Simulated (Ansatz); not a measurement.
# AlBH₂ (triplet): the correlation ladder at scale of all distances = 1.000, 6-31G

How much of the correlation energy of AlBH₂ (triplet) does each wave-function method recover here?

Computed with Ansatz 0.2.0, Gaussian basis. Level: 6-31G, core rule «outside noble gas», up to 6 orbitals frozen.

To be run: UHF; CCSD(T) on ROHF; CCSD(T) on UHF; BCCD(T) on ROHF; CISD; CCSDT(Q) on ROHF; CCSDT(Q) on UHF; CISDTQ; CASSCF and MRCISD+Q, 4 electrons in 4 orbitals; CASSCF and NEVPT2, 4 electrons in 4 orbitals; CASSCF and MRCISD+Q, 8 electrons in 10 orbitals; CASSCF and NEVPT2, 8 electrons in 10 orbitals; Full CI.

17 further runs of the same task are left out: 16 that didn't finish, 1 set aside as unsound or not needed.

### 1 What is computed

The geometry derives from a PBE0/def2-TZVP stationary point (not a proven minimum). All distances are scaled together.

4 atoms, charge 0, spin multiplicity 3.

Atoms are counted from 1 here; the program's logs count them from 0.

Bond lengths: B1–Al2 1.909 Å, B1–H3 1.183 Å, Al2–H4 1.571 Å. Angles: Al2–B1–H3 180.0°, B1–Al2–H4 180.0°.

### 2 UHF

in.yaml

```yaml
crystal:
  periodic: [false, false, false]
  atoms:
    - {symbol: B, position_ang: [0.000000, 0.000000, 1.051329]}
    - {symbol: Al, position_ang: [0.000000, 0.000000, -0.857484]}
    - {symbol: H, position_ang: [0.000000, 0.000000, 2.234417]}
    - {symbol: H, position_ang: [0.000000, 0.000000, -2.428262]}
basis:
  gaussian: {orbitals: 6-31G}
magnetization: {spin_polarized: true, initial_magnetization: 2}
hamiltonian: {xc: hf}
output: {orbitals: {seedname: orbitals}}
```

On the command line:

```console
$ ansatz run in.yaml --threads 1 --pin off --events-out ev --progress --plain --max-ram 2393MiB
```

The runs that follow: CCSD(T) on ROHF; CCSD(T) on UHF; BCCD(T) on ROHF; CISD; CCSDT(Q) on ROHF; CCSDT(Q) on UHF; CISDTQ; CASSCF and MRCISD+Q, 4 electrons in 4 orbitals; CASSCF and NEVPT2, 4 electrons in 4 orbitals; CASSCF and MRCISD+Q, 8 electrons in 10 orbitals; CASSCF and NEVPT2, 8 electrons in 10 orbitals; Full CI.

Q: Predict the results of all the runs planned. Wanted: FCI below the RHF energy; RMP2 from FCI; UMP2 from FCI; RCCSD from FCI; RCCSD(T) from FCI; UCCSD(T) from FCI; RCCSDT(Q) from FCI; UCCSDT(Q) from FCI; NEVPT2 pair from FCI.

The runs gave:

| quantity | value |
| --- | --- |
| FCI below the RHF energy | -2.7778 eV |
| RMP2 from FCI | +17.63 kcal/mol |
| UMP2 from FCI | +16.99 kcal/mol |
| RCCSD from FCI | +2.26 kcal/mol |
| RCCSD(T) from FCI | +0.70 kcal/mol |
| UCCSD(T) from FCI | +0.70 kcal/mol |
| RCCSDT(Q) from FCI | +0.04 kcal/mol |
| UCCSDT(Q) from FCI | +0.03 kcal/mol |
| NEVPT2 pair from FCI | +17.15 kcal/mol |
| MRCISD+Q pair from FCI | +0.46 kcal/mol |
| NEVPT2 valence from FCI | +4.63 kcal/mol |
| levels within 1 kcal/mol (43 meV) | RCCSD(T), UCCSD(T), BCCD(T), RCCSDT, UCCSDT, CISDTQ, RCCSDT(Q), UCCSDT(Q), MRCISD+Q pair, MRCISD valence, MRCISD+Q valence |
| T1 diagnostic | 0.022 |
| effectively unpaired electrons | 2.04 |

RCCSD(T) lands +0.70 kcal/mol from the yardstick (1.1 % of the correlation energy). One determinant dominates. Of the multireference levels listed MRCISD+Q valence comes nearest in total energy (+0.16 kcal/mol), which doesn't show that its space is the better one. These misses are within one basis, not against nature; the frozen cores of restricted and unrestricted runs differ, which can shift their rows.
